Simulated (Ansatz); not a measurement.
Input file:

```yaml
crystal:
  periodic: [false, false, false]
  atoms:
    - {symbol: Ge, position_ang: [0.000000, 0.000000, 0.000000]}
    - {symbol: N, position_ang: [0.000000, 0.000000, 1.899700]}
basis:
  gaussian: {orbitals: 6-31G}
total_charge: 1
correlation: {method: fci, electrons: outside_noble_gas}
```

```sh
$ ansatz run in.yaml --threads 1 --pin off --events-out ev --progress --plain --max-ram 2393MiB
```

Output:

```
635 factors; integrals over basis functions are off by at most 4.9e-8 eV
mean field evaluation 1: about -57911.4476 eV, gradient 7.8e1 eV
mean field evaluation 2: about -57911.5088 eV, gradient 7.7e1 eV
mean field evaluation 4: about -57929.3618 eV, gradient 1.9e1 eV
mean field evaluation 8: about -57931.0754 eV, gradient 4.4e-1 eV
mean field evaluation 16: about -57931.1032 eV, gradient 6.1e-6 eV
mean field evaluation 32: about -57930.9791 eV, gradient 4.0e0 eV
mean field evaluation 64: about -57924.6578 eV, gradient 1.8e1 eV
mean field evaluation 96: about -57931.0967 eV, gradient 6.4e-1 eV
mean field evaluation 128: about -57922.9210 eV, gradient 7.2e-1 eV
mean field evaluation 160: about -57931.0135 eV, gradient 2.4e0 eV
mean field -57932.84558842 eV, -2128.9928070813 hartree, gradient 5.7e-6 eV, S^2 0.000000; 9 other end points of the search recorded, 0 dependent functions left out; unrestricted orbitals would lower it
mean field evaluation 192: about -57934.3926 eV, gradient 4.0e-1 eV
determinant -57932.84558842 eV, -2128.9928070813 hartree, with singles and doubles -57936.67498037 eV, -2129.1335346398 hartree
determinant -57931.10316962 eV, -2128.9287743715 hartree, with singles and doubles -57936.36193561 eV, -2129.1220304572 hartree
determinant -57932.84558842 eV, -2128.9928070813 hartree, with singles and doubles -57936.69589714 eV, -2129.1343033169 hartree
determinant -57931.10316962 eV, -2128.9287743715 hartree, with singles and doubles -57936.41130428 eV, -2129.1238447221 hartree
unrestricted determinant -57934.40537832 eV, -2129.0501283029 hartree, S^2 1.0000
15 core orbitals not correlated: weight in the atoms' cores, before any rotation towards them, 0.996 or more for the frozen orbitals, at most 0.003 for the correlated occupied ones
reference -57932.84558842 eV, -2128.9928070813 hartree; 4, 4 occupied and 19, 19 virtual orbitals, 635 factors
state -57937.12479074 eV, -2129.1500648660 hartree
Total energy: -57937.12479074 eV, -2129.1500648660 hartree
```

Ran on 1 thread of Arm Neoverse V1, shared host: 5.4 min wall, 1.8 GiB peak host memory.
